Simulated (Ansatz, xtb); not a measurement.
# Ranking isomers of CH4NO+

3 gas-phase structures of CH4NO+, found in a search over its isomers (lower ones may exist). Each was relaxed with GFN2-xTB; where two conformers were screened, the lower at r2SCAN-D4/def2-SVP is listed:

A. a singlet given by its coordinates
B. `[NH2+]=CO`, a singlet
C. `[H]/N=C/[OH2+]`, a singlet

A (Å):

```csv
atom,x (Å),y (Å),z (Å)
C,-0.6524,-1.3879,0.8111
N,0.0759,-0.5142,1.8570
O,-1.7938,-1.5698,0.9179
H,0.8321,-1.0439,2.3163
H,-0.6029,-0.2028,2.5724
H,0.4985,0.3134,1.4088
H,0.0561,-1.7402,0.0560
```

Close contacts (Å): C1–N2 1.55, C1–O3 1.16, C1–H7 1.09, N2–H4 1.03, N2–H5 1.03, N2–H6 1.03.

Estimate their order in r2SCAN-D4/def2-SVP energy at these geometries, lowest first.

Calculated order at r2SCAN-D4/def2-SVP: B (0.0), A (86.1), C (213.7) kJ/mol.

Energies above the lowest of each column, in kJ/mol; the last columns are at PBE0-D4/def2-TZVP geometries and were run for some of them only (a dash: not run or not comparable):

```tsv
structure	GFN2-xTB	HF/STO-3G	r2SCAN-D4/def2-SVP	PBE0-D4/def2-TZVP	CCSD(T)/def2-TZVPP
B	0.0	0.0	0.0	0.0	0.0
A	106.2	37.4	86.1	85.2	71.8
C	187.7	163.6	213.7	–	–
```

Every level run on B puts it lowest or level with the lowest. Some further structures that were screened fall inside this span and aren't listed. Flexible structures stand in one conformer each, not always the lowest. Frequencies (PBE0-D4/def2-TZVP) were run for A, B alone.

Programs: Ansatz 0.2.0, xtb 6.7.1.
